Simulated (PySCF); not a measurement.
**Nitrogen Sulfide Cation (SN+): electronic excitations and core binding energies**

Wanted: the electronic excitations and core binding energies of Nitrogen Sulfide Cation (SN+) (`N#[S+]`), by calculation.

The runs use PySCF 2.14.0, with density-fitted response routines of our own; the level of theory stands in each step. All values are computed, except where a source is named. Atoms count from 0, in the outputs and in this text.

## 1. Starting geometry

2 atoms, charge 1, multiplicity 1; geometry from: GFN2-xTB.

Bonds of the start (Å): N0–S1 1.40.

## 2. Excited states and response: CAM-B3LYP/def2-SVPD

The job: settings as JSON, then the geometry in Å.

```
{"job": {"kind": "uv", "xc": "CAM-B3LYP", "basis": "def2-SVPD", "nstates": 8, "ntriplets": 3}, "charge": 1, "multiplicity": 1}
N      0.699770    -0.002349    -0.003493
S     -0.697013     0.003618    -0.010656
```

Level: TDDFT CAM-B3LYP/def2-SVPD, vertical, gas phase, core orbitals frozen in the response.

**Question.** This job is followed by: delta-SCF UKS SCAN, pcX-2 on the ionised atom, pcseg-1 elsewhere, spin-free X2C. Predict these results of the whole session: lowest singlet (CAM-B3LYP/def2-SVPD); brightest single state of those computed; lowest triplet; S1s binding energies, SCAN/pcX-2; S2p binding energies, SCAN/pcX-2.

The runs gave:

```
                                quantity                         value
    lowest singlet (CAM-B3LYP/def2-SVPD)   5.84 eV (212 nm), f = 0.000
brightest single state of those computed  state 6, 10.20 eV, f = 0.182
                          lowest triplet                       4.44 eV
        S1s binding energies, SCAN/pcX-2                 S1 2491.51 eV
        S2p binding energies, SCAN/pcX-2                  S1 183.91 eV
```

**Reading.** The first singlet state (HOMO−1→LUMO 0.50, HOMO−2→LUMO+1 0.50) lies at 5.84 eV and is dark; of the 8 states computed, the strongest absorption comes from state 6 at 10.20 eV. The lowest triplet lies 1.40 eV below the lowest singlet (triplets in Tamm-Dancoff, singlets in full TDDFT).
